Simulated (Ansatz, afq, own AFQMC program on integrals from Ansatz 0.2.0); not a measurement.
BH3Br, doublet: AFQMC among the cluster methods

```json
{"atom": "Br", "x (Å)": "-0.4828", "y (Å)": "0.0000", "z (Å)": "0.0000"}
{"atom": "H", "x (Å)": "1.6292", "y (Å)": "0.0000", "z (Å)": "0.0000"}
{"atom": "B", "x (Å)": "2.7992", "y (Å)": "0.0000", "z (Å)": "0.0000"}
{"atom": "H", "x (Å)": "3.3083", "y (Å)": "0.0000", "z (Å)": "1.0770"}
{"atom": "H", "x (Å)": "3.3083", "y (Å)": "0.0000", "z (Å)": "-1.0770"}
```

Connectivity, by distances: Br ··· BH3.

Basis cc-pVTZ. Only valence electrons are correlated. Integrals, coupled cluster, full CI and functionals: Ansatz 0.2.0; the random walks run on the same integrals in our own AFQMC program. ph-AFQMC/CISD is guided by a CISD state made of CCSD amplitudes; releasing the constraint for a short imaginary time cuts its bias at the price of noise, slowly where states lie close. Uncertainties: one standard error, sampling alone. No spin–orbit coupling.

Determinant: UHF, the one that the program's search chose, which needn't be the lowest solution. The geometry is a point of a scan.

No full CI on the walks' own integrals is used here. The released AFQMC energy serves as the reference, which it does only where one determinant dominates, the energy is flat over the last release times and near the phaseless one (40 meV or 2 meV an electron, half that with transition metals). On small molecules, where full CI could be run and the noise was under 10 meV, such values lay within 10 meV of it in 19 cases of 20, a flattering rate, since the rule was set on those same cases; what remains of the bias isn't in the error bar.

Cautions: no relativity below Rb; no spin-orbit coupling; inner d shell frozen; the released value is read at 2.40 1/Eh with a noise of 10 meV, more than in the cases checked (meV from the phaseless value at times in 1/Eh: -5 ± 6 at 0.24, -10 ± 5 at 0.51, -22 ± 5 at 0.99, -27 ± 7 at 1.62, -15 ± 10 at 2.40).

The T1 diagnostic is 0.0107. The weight of the determinant in the CISD state is 0.879, the ⟨S²⟩ of the determinant is 0.762 and the size of the correlated space is 13 electrons in 100 orbitals.

| level | correlation energy (eV) |
| --- | --- |
| MP2 | -6.9494 |
| CCSD | -8.0499 |
| CCSD(T) | -8.2719 |

Estimate where AFQMC with the constraint released lies against CCSD(T) on the same integrals.

3.3 ± 1.0 kJ/mol below CCSD(T).

Reference: AFQMC with the constraint released, correlation energy -8.306 ± 0.010 eV.

```tsv
level	E − E(reference) (kJ/mol)	share of correlation (%)
CCSD(T)	3.3 ± 1.0	99.59
ph-AFQMC/CISD	1.5 ± 1.1	99.82
```

A walk keeps the symmetry of its determinant, which the program's search chose and which needn't be the lowest solution, so a lower state of the same spin and another symmetry isn't excluded. Released energies are given only where the last usable release times agree within the noise; a slower fall can still hide under it.
